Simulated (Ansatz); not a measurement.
# C₂H₄F− (SMILES C[CH-]F): molecular dynamics

The task is to watch the atoms for 60 steps of 0.5 fs, started with velocities for 100 K and run at constant energy.

Program: Ansatz 0.2.0, Gaussian basis. Level of theory: PBE-D4/def2-SVP. These are calculated values, not measurements.

1 further run of the same task is left out (it didn't finish).

### 1 The starting structure

7 atoms, charge -1, spin multiplicity 1.

Atoms are counted from 1 here; the program's logs count them from 0.

Bond lengths: C1–C2 1.534 Å, C1–H4 1.112 Å, C1–H5 1.097 Å, C1–H6 1.097 Å, C2–H7 1.137 Å. Angles: C2–C1–H4 116.8°, C2–C1–H5 108.1°, C2–C1–H6 110.3°, H4–C1–H5 107.2°, H4–C1–H6 106.6°, H5–C1–H6 107.5°, C1–C2–H7 105.5°.

Coordinates:

```xyz
7
charge -1, multiplicity 1
C    -0.49304    0.36029   -0.09185
C     0.96902   -0.04728    0.12874
F     0.89802   -1.11891    1.19324
H    -1.21150   -0.45709   -0.32176
H    -0.52743    1.06725   -0.93047
H    -0.88061    0.87891    0.79415
H     1.24555   -0.68317   -0.77205
```

### 2 The run

Contents of md/in.yaml:

```yaml
crystal:
  periodic: [false, false, false]
  atoms:
    - {symbol: C, position_ang: [-0.493040, 0.360290, -0.091850]}
    - {symbol: C, position_ang: [0.969020, -0.047280, 0.128740]}
    - {symbol: F, position_ang: [0.898020, -1.118910, 1.193240]}
    - {symbol: H, position_ang: [-1.211500, -0.457090, -0.321760]}
    - {symbol: H, position_ang: [-0.527430, 1.067250, -0.930470]}
    - {symbol: H, position_ang: [-0.880610, 0.878910, 0.794150]}
    - {symbol: H, position_ang: [1.245550, -0.683170, -0.772050]}
basis:
  gaussian: {orbitals: def2-SVP}
total_charge: -1
hamiltonian: {xc: pbe, dispersion: d4}
md: {n_steps: 60, timestep: 0.5, temperature: 100, ensemble: nve, seed: 944, initial_velocities: maxwell_boltzmann}
```

The run is started by

```console
ansatz run in.yaml --threads 2 --pin off --events-out ev --progress --plain --max-ram 3481MiB
```

What does the calculation give? Wanted: temperature at the start; mean temperature, second half; lowest and highest potential energy, from the first frame; largest change of potential + kinetic.

As calculated:

| quantity | value |
| --- | --- |
| length | 60 steps, 30.0 fs |
| temperature at the start | 100 K |
| mean temperature, second half | 85 K |
| lowest and highest potential energy, from the first frame | -14 and 27 meV |
| largest change of potential + kinetic | 0.3 meV |

In words: With no thermostat the total energy should stay fixed; it holds within 0.3 meV, small beside the kinetic energy, so the time step serves. The instant temperature ranges from 58 to 121 K, as energy passes between motion and strain. The bonding pattern stays as it was.
